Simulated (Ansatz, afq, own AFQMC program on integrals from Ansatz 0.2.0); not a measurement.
AFQMC on a folder of integrals that Ansatz 0.2.0 wrote.

```yaml
crystal:
  periodic: [false, false, false]
  atoms:
    - {symbol: F, position_ang: [0.000000, 0.000000, 0.000000]}
    - {symbol: Mg, position_ang: [0.000000, 0.000000, 6.189000]}
basis:
  gaussian: {orbitals: aug-cc-pVDZ}
total_charge: -1
magnetization: {spin_polarized: true, initial_magnetization: 2}
correlation: {method: ccsd_t, electrons: outside_noble_gas, hamiltonian_folder: ham}
```

```sh
$ ansatz run in.yaml --threads 1 --pin off --events-out ev --progress --plain --max-ram 1382MiB
```

afq runs on the folder ham with

```
--method phaseless --trial hf --walkers 120 --populations 1 --least-time 40 --time-step 0.005 --steps-per-block 20 --equilibration-blocks 160 --max-blocks 600 --target-error 0.00228 --factor-cut 1e-05 --start spin_pure --seed 5722 --taylor-order 6
```

Times are imaginary, in 1/Eh. The walk had a cap of 1931 s.

Output of the walk:

```
orbitals 44  electrons 6 4  factors 268 of 472
reference energy -298.97510379 Eh
CCSD correlation -0.23849609 Eh in 18 cycles, weight of the determinant in the CISD state 0.9279
energy of the start -298.975104 Eh
 block  time / (1/Eh)  mean weight  energy / Eh
     1     0.100  1.0032  -299.056298
     2     0.200  1.0032  -299.108625
     3     0.300  1.0016  -299.144000
     4     0.400  1.0016  -299.168838
     5     0.500  1.0007  -299.198772
     7     0.700  1.0007  -299.196696
     9     0.900  1.0019  -299.229565
    16     1.600  1.0004  -299.288287
    46     4.600  1.0002  -299.187940
    76     7.600  0.9991  -299.212318
   106    10.600  0.9983  -299.177671
   121    12.100  0.9989  -299.164681
   136    13.600  1.0005  -299.214794
   166    16.600  1.0008  -299.240950
   196    19.600  1.0022  -299.257213
   226    22.600  0.9994  -299.218052
   256    25.600  1.0002  -299.253907
   286    28.600  1.0020  -299.273885
   316    31.600  1.0011  -299.228153
   346    34.600  0.9993  -299.206562
   376    37.600  0.9985  -299.215669
   406    40.600  0.9997  -299.226953
   436    43.600  0.9955  -299.254557
   466    46.600  1.0005  -299.237795
   496    49.600  0.9989  -299.257506
   526    52.600  1.0003  -299.225743
   556    55.600  0.9983  -299.224445
   586    58.600  1.0023  -299.235775
   601    60.100  0.9999  -299.190946
blocks merged  error / Eh  count
     1  0.001302  450
     2  0.001635  225
     4  0.001966  112
     8  0.002113  56
    16  0.002221  28
    32  0.002551  14
energy -299.226860 +/- 0.002221 Eh
(rows thinned)
```

The run passed its tests (sampling time, drift between the halves within three errors, error under three times the target), which doesn't prove that it has relaxed. The second half of the sampling lies below the first by 1.5 errors of their difference, so the energy may still be moving and its error bar be too small.

Against this walk (error 60.4 meV) on the same determinant: CCSD(T) 198.2 meV higher, CCSDT(Q) 174.1 meV higher, a separate phaseless walk with a CISD trial and standard settings 194.7 ± 66.0 meV higher. The error is statistical and leaves out the bias of the constraint.

Cautions: constraint bias not in the error; lower spins were not checked.

The walk took 120 s on 1 thread of AMD EPYC 9R45 96-Core Processor (Zen 5), on a shared host. The log's last line is the phaseless energy.

CCSDT and higher add their correlation energy to the determinant of the CCSD(T) run, since their own runs factorise the integrals more tightly (a shift of under 2 meV). A walk keeps the symmetry of its determinant, which the program's search chose and which needn't be the lowest solution, so a lower state of the same spin and another symmetry isn't excluded.
